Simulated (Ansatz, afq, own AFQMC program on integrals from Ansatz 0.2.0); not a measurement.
**Where AFQMC and coupled cluster stand for CH2⁻, doublet**

```xyz
3

C     0.0000   -0.1088    0.0071
H     0.0000    0.6887   -0.9594
H     0.0000    0.6073    0.8750
```

Basis aug-cc-pVDZ. Only valence electrons are correlated. AFQMC by an in-house program on the Cholesky factors that Ansatz 0.2.0 writes for its CCSD(T) run. ph-AFQMC/CISD is guided by a CISD state made of CCSD amplitudes; releasing the constraint for a short imaginary time cuts its bias at the price of noise, slowly where states lie close. Error bars are statistical, one sigma.

Determinant: UHF, the one that the program's search chose, which needn't be the lowest solution. The geometry is a point of a scan.

No full CI on the walks' own integrals is used here; CCSDT(Q) serves as the reference and is uncertain by about the last step of the cluster series.

Cautions: the ph-AFQMC/HF walk drifts between its halves (3.0 errors).

* T1 diagnostic: 0.0218
* weight of the determinant in the CISD state: 0.907
* ⟨S²⟩ of the determinant: 0.768
* size of the correlated space: 7 electrons in 40 orbitals

```
  level  correlation energy (eV)
    MP2                  -4.0025
   CCSD                  -4.5868
CCSD(T)                  -4.7534
```

Q: Estimate where AFQMC with the constraint released lies against CCSD(T) on the same integrals.

A: 28.1 ± 11.8 meV below CCSD(T).

Reference: CCSDT(Q), correlation energy -4.788 eV. The released energy is read at 2.40 1/Eh (meV from the phaseless value at times in 1/Eh: -10 ± 10 at 0.24, -12 ± 10 at 0.51, -15 ± 9 at 0.99, -18 ± 12 at 1.62, -11 ± 12 at 2.40).

```json
{"level": "CCSD(T)", "E − E(reference) (meV)": "34.1", "share of correlation (%)": "99.29"}
{"level": "CCSDT", "E − E(reference) (meV)": "10.5", "share of correlation (%)": "99.78"}
{"level": "ph-AFQMC/HF", "E − E(reference) (meV)": "-0.1 ± 45.9", "share of correlation (%)": "100.00"}
{"level": "ph-AFQMC/CISD", "E − E(reference) (meV)": "17.4 ± 12.9", "share of correlation (%)": "99.64"}
{"level": "released AFQMC", "E − E(reference) (meV)": "6.0 ± 11.8", "share of correlation (%)": "99.87"}
```

A walk keeps the symmetry of its determinant, which the program's search chose and which needn't be the lowest solution, so a lower state of the same spin and another symmetry isn't excluded. Released energies are given only where the last usable release times agree within the noise; a slower fall can still hide under it.
